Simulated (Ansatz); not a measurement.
Compare A (`C1=NCCS1`) with its isomer B (`C=C/N=C/S`).

Calculated with Ansatz (gas phase, PBE0-D4/def2-TZVP geometries, no zero-point term in ΔE). CBS: MP2 limit from def2 TZ/QZ plus the TZ coupled-cluster correction, frozen cores. Functionals use def2-TZVPP. B3LYP here is the variant with VWN-RPA as its local correlation; programs differ in this. One conformer a species, not always the lowest.

A:

```xyz
10

C    -0.157   -1.526    0.382
N    -0.704   -0.592    1.029
C    -0.264    0.710    0.557
C     0.348    0.589   -0.845
S     0.911   -1.131   -0.960
H    -0.307   -2.573    0.628
H     0.474    1.086    1.275
H    -1.102    1.409    0.560
H     1.190    1.263   -0.995
H    -0.390    0.765   -1.630
```

B:

```xyz
10

C     0.477    1.794    1.172
C    -0.141    0.767    0.596
N     0.530   -0.119   -0.233
C    -0.133   -1.070   -0.741
S     0.652   -2.217   -1.792
H     1.534    1.963    1.003
H    -0.062    2.475    1.817
H    -1.209    0.594    0.766
H    -1.203   -1.233   -0.563
H    -0.445   -2.954   -2.025
```

Problem. Which is lower in electronic energy at CCSD(T)/CBS, and by how much? (An estimate is asked.)

Solution. Ansatz gave: A, by 20.1 kcal/mol.

Problem. Give E(B) − E(A) in kcal/mol with B3LYP, B2PLYP, ωB97M-V, PBE0-D4, CCSD/def2-TZVPP, r2SCAN-D4, B3LYP-D4. (Best estimate.)

Solution. Ansatz gave: B3LYP 13.8, B2PLYP 17.0, ωB97M-V 20.0, PBE0-D4 21.3, CCSD/def2-TZVPP 19.5, r2SCAN-D4 18.8, B3LYP-D4 15.3. None reverses the order clearly.

Largest T1 diagnostic: 0.014.

In def2-TZVPP, CCSD(T) changes the Hartree–Fock value by +5.1 kcal/mol (the triples alone add +0.3 kcal/mol) and MP2 by +7.5 kcal/mol. From PBE to PBE0 (25 % exact exchange), in def2-TZVPP and without D4, E(B) − E(A) moves by +2.7 kcal/mol.
